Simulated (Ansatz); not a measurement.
# AlB− (quartet): the correlation ladder at distance B1–Al2 = 7.135 Å, aug-cc-pVDZ

How much of the correlation energy of AlB− (quartet) does each wave-function method recover here?

Program: Ansatz 0.2.0, Gaussian basis. Level of theory: aug-cc-pVDZ, core rule «outside noble gas», up to 6 orbitals frozen. These are calculated values, not measurements.

Plan: UHF; CCSD(T) on ROHF; CCSD(T) on UHF; BCCD(T) on ROHF; CISD; CCSDT(Q) on ROHF; CCSDT(Q) on UHF; CASSCF and MRCISD+Q, 5 electrons in 5 orbitals; CASSCF and NEVPT2, 5 electrons in 5 orbitals; CASSCF and MRCISD+Q, 7 electrons in 8 orbitals; CASSCF and NEVPT2, 7 electrons in 8 orbitals.

20 further runs of the same task are left out: 2 for a mislabelled method, 16 that didn't finish, 2 set aside as unsound or not needed.

## 1. The geometry

The geometry derives from a PBE0/def2-TZVPD stationary point (not a proven minimum). One bond is set to the value named and the two fragments are kept rigid.

2 atoms, charge -1, spin multiplicity 4.

Atoms are counted from 1 here; the program's logs count them from 0.

No contacts short enough for the rule that draws bonds.

Coordinates:

```xyz
2
AlB
B     0.00000    0.00000    0.00000
Al    0.00000    0.00000    7.13500
```

## 2. UHF

in.yaml reads:

```yaml
crystal:
  periodic: [false, false, false]
  atoms:
    - {symbol: B, position_ang: [0.000000, 0.000000, 0.000000]}
    - {symbol: Al, position_ang: [0.000000, 0.000000, 7.135000]}
basis:
  gaussian: {orbitals: aug-cc-pVDZ}
total_charge: -1
magnetization: {spin_polarized: true, initial_magnetization: 3}
hamiltonian: {xc: hf}
output: {orbitals: {seedname: orbitals}}
```

Launch:

```bash
$ ansatz run in.yaml --threads 1 --pin off --events-out ev --progress --plain --max-ram 2393MiB
```

After this run come: CCSD(T) on ROHF; CCSD(T) on UHF; BCCD(T) on ROHF; CISD; CCSDT(Q) on ROHF; CCSDT(Q) on UHF; CASSCF and MRCISD+Q, 5 electrons in 5 orbitals; CASSCF and NEVPT2, 5 electrons in 5 orbitals; CASSCF and MRCISD+Q, 7 electrons in 8 orbitals; CASSCF and NEVPT2, 7 electrons in 8 orbitals.

Q: Predict the results of all the runs planned. Wanted: UCCSDT(Q) below the RHF energy; RMP2 from UCCSDT(Q); UMP2 from UCCSDT(Q); RCCSD from UCCSDT(Q); RCCSD(T) from UCCSDT(Q); UCCSD(T) from UCCSDT(Q); RCCSDT(Q) from UCCSDT(Q); NEVPT2 pair from UCCSDT(Q); NEVPT2 valence from UCCSDT(Q).

The runs gave:

| quantity | value |
| --- | --- |
| UCCSDT(Q) below the RHF energy | -3.5625 eV |
| RMP2 from UCCSDT(Q) | +1230.3 meV |
| UMP2 from UCCSDT(Q) | +1234.6 meV |
| RCCSD from UCCSDT(Q) | +144.8 meV |
| RCCSD(T) from UCCSDT(Q) | +54.4 meV |
| UCCSD(T) from UCCSDT(Q) | +54.6 meV |
| RCCSDT(Q) from UCCSDT(Q) | +0.1 meV |
| NEVPT2 pair from UCCSDT(Q) | +1100.7 meV |
| NEVPT2 valence from UCCSDT(Q) | +759.4 meV |
| MRCISD+Q valence from UCCSDT(Q) | +6.7 meV |
| levels within 1 kcal/mol (43 meV) | RCCSDT, UCCSDT, RCCSDT(Q), MRCISD+Q valence |
| T1 diagnostic | 0.038 |
| effectively unpaired electrons | 3.08 |

In words: RCCSD(T) misses by +54.4 meV, 1.5 % of the correlation energy. One determinant dominates. Of the multireference levels listed MRCISD+Q valence comes nearest in total energy (+6.7 meV), which doesn't show that its space is the better one. These misses are within one basis, not against nature; the frozen cores of restricted and unrestricted runs differ, which can shift their rows.
